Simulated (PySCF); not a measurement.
# Isomerisation enthalpies of C2H8N2

**What was measured.**

CRC Handbook of Chemistry and Physics lists, for the gas at 298.15 K: enthalpy of formation of `NCCN` (ethylenediamine) -18 kJ/mol; enthalpy of formation of `CNNC` (1,2-dimethylhydrazine) 92.2 kJ/mol.

The results are set against them at the end.

Differences of these values give the isomerisation enthalpies. Geometries: GFN2-xTB; runs in PySCF, gas phase, with a dispersion term only where the level names one. Total electronic energies (Eh):

```csv
SMILES,PBE0/pcSseg-1,CAM-B3LYP/def2-SVPD
NCCN,-190.26875,-190.29851
CNNC,-190.23085,-190.25735
```

Zero-point and thermal terms are left out, so the computed numbers are electronic energies.

## Comparison

Relative to `NCCN`, the lowest by measurement, in kJ/mol (measured: enthalpies at 298.15 K; computed: electronic energies):

| SMILES | measured | PBE0/pcSseg-1 | CAM-B3LYP/def2-SVPD |
| --- | --- | --- | --- |
| NCCN | 0.0 | 0.0 | 0.0 |
| CNNC | 110.2 | 99.5 | 108.1 |

Measured values: -18 kJ/mol (298.15 K; CRC Handbook of Chemistry and Physics) for the first row; the others come from the same table. Unsigned miss: CAM-B3LYP/def2-SVPD 2.1, PBE0/pcSseg-1 10.7 kJ/mol. One conformer stands for `NCCN` and `CNNC`, not necessarily the lowest, while the measurement averages over conformers. Where a level misses, the cause wasn't examined.

Shape of the structure used: `[CH3:1][NH:2][NH:3][CH3:4]`: C1–N2–N3–C4 165°.
